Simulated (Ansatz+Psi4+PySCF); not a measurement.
# doublet CH3O: levels of theory in one basis

```tsv
atom	x (Å)	y (Å)	z (Å)
C	0.6763	0.0119	-0.0605
O	-0.6587	-0.1397	0.0075
H	-1.0680	0.7300	-0.0801
H	1.1157	0.9478	0.2162
H	1.2448	-0.8698	0.1159
```

Basis set: cc-pVTZ (spherical functions). Frozen core: 2 orbitals. Correlation on ROHF uses semicanonical orbitals with singles. Charge 0, multiplicity 2.

Computed with Ansatz (development build ahead of 0.2.0) and Psi4 1.11; each method stands on the lowest determinant of its kind that the runs found.

```tsv
method	E − E(ROHF) (eV)	<S²> of the determinant
ROHF	0.00	0.75
UHF	-0.12	0.76
ROHF-MP2	-10.82	–
UHF-MP2	-10.81	0.76
```
